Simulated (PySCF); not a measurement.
Gas-phase reaction: 2 Al(CH3)2NH2 + 4 HCO → Al2H6 + 4 CH3CO (acetyl) + N2H2

Computed with PySCF and rigid-rotor harmonic-oscillator thermochemistry at 1 bar. † marks an energy on the PBE0/def2-TZVP geometry and frequencies; other levels use their own. MP2 freezes the core. 6-31G* has spherical d functions here. Open shells (unrestricted): HCO (multiplicity 2), CH3CO (acetyl) (multiplicity 2); the rest are closed-shell singlets. B3LYP is the form with VWN-RPA correlation. Methyl groups turn as free rotors in Al(CH3)2NH2. Al(CH3)2NH2, Al2H6: computed as isolated molecules; such fragments, hydroxides, amides, oligomers or adducts are transient or little studied in the gas. MP2 isn't extrapolated to the basis-set limit; its ΔH°(298 K) is 347.6 kJ in def2-SVP and 415.0 kJ in def2-TZVPP. The harmonic model lacks anharmonicity and excited electronic states, which grow with temperature; levels with a mode under 35 cm⁻¹ are left out. Internal rotation in CH3CO (acetyl) is treated as a harmonic vibration of one conformer, which makes the entropy rough.

| level | ΔE electronic, kJ | ΔH°(298 K), kJ | ΔS°(298 K), J/K | ΔG°(1800 K), kJ |
|---|---|---|---|---|
| B3LYP/6-31G* | 292 | 284 | -17 | 317 |
| BLYP/def2-TZVP† | 343 | 336 | -19 | 377 |
| HF/6-31G* | 277 | 273 | -11 | 301 |
| HF/def2-TZVP† | 329 | 323 | -19 | 364 |
| MP2/def2-TZVPP† | 421 | 415 | -19 | 456 |
| PBE0/def2-QZVP† | 357 | 351 | -19 | 391 |
| PBE0/def2-SVP† | 316 | 310 | -19 | 351 |
| r2SCAN/def2-TZVP† | 362 | 356 | -19 | 397 |
| LDA/def2-TZVP† | 336 | 330 | -19 | 371 |
ΔH° is lowest at HF/6-31G* and highest at MP2/def2-TZVPP†. No reference value is set beside these.
